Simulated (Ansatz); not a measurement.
**CH₂B (doublet): the correlation ladder, def2-QZVPP**

An exercise on one series of results from a longer session: the logs are not shown, and one member is left open.

Program: Ansatz 0.2.0, Gaussian basis. Level of theory: def2-QZVPP, core rule «outside noble gas», up to 2 orbitals frozen. These are calculated values, not measurements.

The runs, in order: UHF; ROHF; CCSD(T) on UHF.

2 further runs of the same task are left out: 2 set aside as unsound or not needed.

## The system

The geometry is a PBE0/def2-TZVP stationary point (not a proven minimum).

4 atoms, charge 0, spin multiplicity 2.

Atoms are counted from 1 here; the program's logs count them from 0.

Bond lengths: B1–C2 1.382 Å, C2–H3 1.086 Å, C2–H4 1.086 Å. Angles: B1–C2–H3 121.6°, B1–C2–H4 121.6°, H3–C2–H4 116.9°.

The first run:

in.yaml

```yaml
crystal:
  periodic: [false, false, false]
  atoms:
    - {symbol: B, position_ang: [0.000000, 0.000000, 0.826501]}
    - {symbol: C, position_ang: [0.000000, 0.000000, -0.555344]}
    - {symbol: H, position_ang: [0.000000, -0.925158, -1.123694]}
    - {symbol: H, position_ang: [0.000000, 0.925158, -1.123694]}
basis:
  gaussian: {orbitals: "def2-QZVPP.json"}
magnetization: {spin_polarized: true, initial_magnetization: 1}
hamiltonian: {xc: hf}
output: {orbitals: {seedname: orbitals}}
```

Started as:

```bash
$ ansatz run in.yaml --threads 1 --pin off --events-out ev --progress --plain --max-ram 2393MiB
```

Among the steps run: UHF; ROHF; CCSD(T) on UHF.

One table of the session follows, with a row left open; its other results are not shown here.

| method | from UCCSD(T) (meV) |
| --- | --- |
| ROHF | +7500.9 |
| UHF | +7344.3 |
| UMP2 | ? |
| UCCSD | +337.5 |
| UCCSD(T) | 0 |

**Question.** Estimate the row for UMP2.

**Answer.** from UCCSD(T) (meV): +1009.2. In the column «from UCCSD(T) (meV)» it lies between UCCSD (+337.5) and UHF (+7344.3).
